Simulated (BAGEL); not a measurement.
# CH5BS− (SMILES [BH2-]SC): UHF/3-21G (density fitting with qzvpp-jkfit)

Aim: the vertical ionisation energy of CH5BS− at UHF/3-21G (density fitting with qzvpp-jkfit), from 2 runs. 

Program for the calculation: BAGEL 1.2.2.

1 further run of the same task is left out (set aside as unsound or not needed).

### Step 1. The structure to begin with

The species is CH5BS− (8 atoms), meant as a doublet with charge -1. As SMILES, `[BH2-]SC`. Geometry: relaxed at GFN2-xTB.

Bond lengths: B1–S2 1.760 Å, B1–H4 1.195 Å, B1–H5 1.193 Å, C3–H6 1.082 Å, C3–H7 1.081 Å, C3–H8 1.082 Å. Angles: S2–B1–H4 121.1°, S2–B1–H5 120.2°, H4–B1–H5 118.6°, H6–C3–H7 112.6°, H6–C3–H8 112.4°, H7–C3–H8 112.6°. A long bond or contact: S2–C3 2.175 Å.

### Step 2. The energy at UHF/3-21G (density fitting with qzvpp-jkfit)

Input file input.json:

```json
{ "bagel": [

{
  "title": "molecule",
  "basis": "3-21g",
  "df_basis": "qzvpp-jkfit",
  "angstrom": true,
  "geometry": [
    { "atom": "B", "xyz": [      -0.944180,       1.016160,      -0.999290 ] },
    { "atom": "S", "xyz": [       0.679900,       0.337000,      -1.004870 ] },
    { "atom": "C", "xyz": [       0.807640,      -0.844480,       0.816650 ] },
    { "atom": "H", "xyz": [      -1.903120,       0.325970,      -1.179850 ] },
    { "atom": "H", "xyz": [      -1.104760,       2.187800,      -0.842700 ] },
    { "atom": "H", "xyz": [       0.706170,      -0.144060,       1.635140 ] },
    { "atom": "H", "xyz": [       1.772590,      -1.331700,       0.803180 ] },
    { "atom": "H", "xyz": [      -0.014250,      -1.546690,       0.771740 ] }
  ]
},

{
  "title": "uhf",
  "charge": -1,
  "nopen": 1
},

{
  "title": "print",
  "file": "orbitals.molden",
  "orbitals": true
}

]}
```

Command:

```sh
$ BAGEL_NUM_THREADS=1 BAGEL input.json > input.out
```

Standard output:

```text
* using 1 threads per process

  ===============================================================
  ===============================================================

  *** Geometry ***

  { "atom" : "B", "xyz" : [     -1.784242,      1.920264,     -1.888384 ] },
  { "atom" : "S", "xyz" : [      1.284825,      0.636838,     -1.898929 ] },
  { "atom" : "C", "xyz" : [      1.526218,     -1.595836,      1.543245 ] },
  { "atom" : "H", "xyz" : [     -3.596376,      0.615994,     -2.229593 ] },
  { "atom" : "H", "xyz" : [     -2.087694,      4.134343,     -1.592472 ] },
  { "atom" : "H", "xyz" : [      1.334468,     -0.272234,      3.089967 ] },
  { "atom" : "H", "xyz" : [      3.349710,     -2.516548,      1.517790 ] },
  { "atom" : "H", "xyz" : [     -0.026929,     -2.922821,      1.458377 ] },

  Number of auxiliary basis functions:      368

  Since a DF basis is specified, we compute 2- and 3-index integrals:
    o Being stored without compression. Storage requirement is 0.005 GB

  Number of basis functions:       41
  Number of electrons      :       32

    * METHOD: MOLECULE                             0.10

  *** Open-shell HF ***

  === Nuclear Repulsion ===
    87.6148761818

      * DIIS with orbital gradients will be used.

  === UHF iteration (3-21g) ===
      0       -460.53132837          0.03479407           0.03
      1       -460.59135924          0.01138928           0.03
      2       -460.60073402          0.00539428           0.03
      3       -460.60353205          0.00136538           0.03
      4       -460.60519357          0.00081265           0.03
      5       -460.60607528          0.00058606           0.03
      6       -460.60663047          0.00015459           0.03
      7       -460.60664301          0.00008664           0.03
      8       -460.60665041          0.00005668           0.03
      9       -460.60665468          0.00003793           0.03
     10       -460.60665691          0.00002075           0.03
     11       -460.60665744          0.00000793           0.03
     12       -460.60665750          0.00000576           0.03
     13       -460.60665753          0.00000240           0.03
     14       -460.60665753          0.00000088           0.03
     15       -460.60665753          0.00000035           0.03
     16       -460.60665753          0.00000015           0.03
     17       -460.60665753          0.00000009           0.03
     18       -460.60665753          0.00000003           0.03
     19       -460.60665753          0.00000001           0.03
     20       -460.60665753          0.00000001           0.03
    * SCF iteration converged.

    * S^2 (UHF) is 0.8743

    * Permanent dipole moment:
           (   -0.855524,     0.971022,    -1.012843) a.u.

    * METHOD: UHF                                  0.69

    * METHOD: PRINT                                0.01

  ===============================================================
```

Wall time 0.92 s (1 thread of Arm Neoverse V1, shared host).

### Step 3. Singlet neutral CH5BS at the same level

Input file calc.json:

```json
{ "bagel": [

{
  "title": "molecule",
  "basis": "3-21g",
  "df_basis": "qzvpp-jkfit",
  "angstrom": true,
  "geometry": [
    { "atom": "B", "xyz": [      -0.944180,       1.016160,      -0.999290 ] },
    { "atom": "S", "xyz": [       0.679900,       0.337000,      -1.004870 ] },
    { "atom": "C", "xyz": [       0.807640,      -0.844480,       0.816650 ] },
    { "atom": "H", "xyz": [      -1.903120,       0.325970,      -1.179850 ] },
    { "atom": "H", "xyz": [      -1.104760,       2.187800,      -0.842700 ] },
    { "atom": "H", "xyz": [       0.706170,      -0.144060,       1.635140 ] },
    { "atom": "H", "xyz": [       1.772590,      -1.331700,       0.803180 ] },
    { "atom": "H", "xyz": [      -0.014250,      -1.546690,       0.771740 ] }
  ]
},

{
  "title": "hf"
},

{
  "title": "print",
  "file": "orbitals.molden",
  "orbitals": true
}

]}
```

Command:

```sh
$ BAGEL_NUM_THREADS=1 BAGEL calc.json > calc.out
```

Standard output:

```text
* using 1 threads per process

  ===============================================================
  ===============================================================

  *** Geometry ***

  { "atom" : "B", "xyz" : [     -1.784242,      1.920264,     -1.888384 ] },
  { "atom" : "S", "xyz" : [      1.284825,      0.636838,     -1.898929 ] },
  { "atom" : "C", "xyz" : [      1.526218,     -1.595836,      1.543245 ] },
  { "atom" : "H", "xyz" : [     -3.596376,      0.615994,     -2.229593 ] },
  { "atom" : "H", "xyz" : [     -2.087694,      4.134343,     -1.592472 ] },
  { "atom" : "H", "xyz" : [      1.334468,     -0.272234,      3.089967 ] },
  { "atom" : "H", "xyz" : [      3.349710,     -2.516548,      1.517790 ] },
  { "atom" : "H", "xyz" : [     -0.026929,     -2.922821,      1.458377 ] },

  Number of auxiliary basis functions:      368

  Since a DF basis is specified, we compute 2- and 3-index integrals:
    o Being stored without compression. Storage requirement is 0.005 GB

  Number of basis functions:       41
  Number of electrons      :       32

    * METHOD: MOLECULE                             0.10

  *** RHF ***

  === Nuclear Repulsion ===
    87.6148761818

      * DIIS with orbital gradients will be used.

  === RHF iteration (3-21g) ===
      0       -460.58199890          0.01272915           0.01
      1       -460.61588406          0.00340663           0.01
      2       -460.61839263          0.00115045           0.01
      3       -460.61877567          0.00020015           0.02
      4       -460.61878712          0.00007809           0.01
      5       -460.61878923          0.00002060           0.01
      6       -460.61878952          0.00000790           0.01
      7       -460.61878958          0.00000232           0.01
      8       -460.61878959          0.00000094           0.01
      9       -460.61878959          0.00000042           0.01
     10       -460.61878959          0.00000010           0.01
     11       -460.61878959          0.00000004           0.01
     12       -460.61878959          0.00000001           0.01
     13       -460.61878959          0.00000000           0.01
    * SCF iteration converged.

    * Permanent dipole moment:
           (    0.236437,     0.544946,    -0.999572) a.u.

    * METHOD: HF                                   0.28

    * METHOD: PRINT                                0.01

  ===============================================================
```

It took 0.53 s on 1 thread of Arm Neoverse V1, shared host.

### Step 4. Results

Level: UHF/3-21G (density fitting with qzvpp-jkfit).

```
                                           quantity          value
                       doublet CH5BS−: total energy  -460.60666 Eh
                               doublet CH5BS−: ⟨S²⟩          0.874
                singlet neutral CH5BS: total energy  -460.61879 Eh
               singlet neutral CH5BS: dipole moment         2.96 D
                 singlet neutral CH5BS: HOMO energy       -9.27 eV
                 singlet neutral CH5BS: LUMO energy        1.29 eV
               singlet neutral CH5BS: HOMO–LUMO gap       10.56 eV
vertical detachment energy (to the singlet neutral)      -0.330 eV
```

In words: The species is unbound against losing an electron at this level, by 0.33 eV (−7.6 kcal/mol); missing correlation or diffuse functions can give that sign where the real anion is bound. Only the singlet of the ionised species was computed; a triplet could lie lower. ⟨S²⟩ (doublet CH5BS−) is 0.87 where a pure doublet has 0.75: the reference is spin-contaminated.
